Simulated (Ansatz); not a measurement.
The input, for Ansatz 0.2.0:

```yaml
crystal:
  periodic: [false, false, false]
  atoms:
    - {symbol: Si, position_ang: [0.000000, 0.000000, -1.901099]}
    - {symbol: B, position_ang: [0.000000, 0.000000, -0.005951]}
    - {symbol: H, position_ang: [0.000000, 0.000000, 1.907049]}
basis:
  gaussian: {orbitals: 6-31G}
magnetization: {spin_polarized: false}
correlation: {method: ccsd_t, electrons: outside_noble_gas}
output: {forces: true}
```

```sh
$ ansatz run in.yaml --threads 1 --pin off --events-out ev --progress --plain --max-ram 2393MiB
```

Log:

```
298 factors; integrals over basis functions are off by at most 2.2e-4 eV
mean field evaluation 1: about -8540.6373 eV, gradient 9.5e0 eV
mean field evaluation 2: about -8540.6383 eV, gradient 9.5e0 eV
mean field evaluation 4: about -8541.4600 eV, gradient 1.8e0 eV
mean field evaluation 8: about -8541.5082 eV, gradient 8.4e-2 eV
mean field evaluation 16: about -8541.5007 eV, gradient 7.4e-1 eV
mean field evaluation 32: about -8541.4385 eV, gradient 3.6e0 eV
mean field -8541.50830824 eV, -313.8946406855 hartree, gradient 1.5e-6 eV, S^2 0.000000; 2 other end points of the search recorded, 0 dependent functions left out; unrestricted orbitals would lower it
mean field evaluation 64: about -8542.2420 eV, gradient 3.4e-1 eV
6 core orbitals not correlated: weight in the atoms' cores, before any rotation towards them, 1.000 or more for the frozen orbitals, at most 0.000 for the correlated occupied ones
reference -8541.50830824 eV, -313.8946406855 hartree; 4, 4 occupied and 14, 14 virtual orbitals, 298 factors
second order -2.70938162 eV of doubles, -0.00000000 eV of singles
cycle   1  -3.24486405 eV  change   -5.4e-1 eV  update   1.0e-1
cycle   2  -3.62822526 eV  change   -3.8e-1 eV  update   4.8e-2
cycle   3  -3.70842465 eV  change   -8.0e-2 eV  update   1.7e-2
cycle   4  -3.71765742 eV  change   -9.2e-3 eV  update   7.4e-3
cycle   5  -3.72057203 eV  change   -2.9e-3 eV  update   4.2e-3
cycle   6  -3.72155857 eV  change   -9.9e-4 eV  update   3.1e-3
cycle   7  -3.72173790 eV  change   -1.8e-4 eV  update   2.3e-3
cycle   8  -3.72287443 eV  change   -1.1e-3 eV  update   1.5e-3
cycle   9  -3.72255968 eV  change    3.1e-4 eV  update   7.5e-4
cycle  10  -3.72244382 eV  change    1.2e-4 eV  update   3.4e-4
cycle  11  -3.72253458 eV  change   -9.1e-5 eV  update   1.4e-4
cycle  12  -3.72252842 eV  change    6.2e-6 eV  update   4.6e-5
cycle  13  -3.72247596 eV  change    5.2e-5 eV  update   2.2e-5
cycle  14  -3.72246360 eV  change    1.2e-5 eV  update   6.7e-6
cycle  15  -3.72246556 eV  change   -2.0e-6 eV  update   3.1e-6
cycle  16  -3.72246829 eV  change   -2.7e-6 eV  update   1.4e-6
perturbative correction -0.13698913 eV, -0.0050342575 hartree
the calculation of the forces begins
Total energy: -8545.36776566 eV, -314.0364731295 hartree
Atom 0 at     0.000000     0.000000    -1.901099 Å, force    -0.000000    -0.000000    -1.787000 eV/Å
Atom 1 at     0.000000     0.000000    -0.005951 Å, force    -0.000000    -0.000000     4.913207 eV/Å
Atom 2 at     0.000000     0.000000     1.907049 Å, force     0.000000    -0.000000    -3.126207 eV/Å
Dipole moment:     0.000000    -0.000000    -0.017615 e Å
```

Forces (eV/Å):
```
Si   0.000  0.000 -1.787
B    0.000  0.000  4.913
H    0.000  0.000 -3.126
```

The T1 diagnostic is 0.020.

For the same geometry and basis full CI lies 119.3 meV lower. By full CI's occupations no single determinant describes the state well. The determinant fills πx and πy unequally, so it is a mixture of Σ and Δ. RHF is unstable: UHF (⟨S²⟩ = 1.32) lies 0.87 eV below the lowest RHF solution. Higher spins weren't run at this geometry and may lie near or lower.

Ran on 1 thread of Arm Neoverse V2, shared host: 0.36 s wall, 0.07 GiB peak host memory.
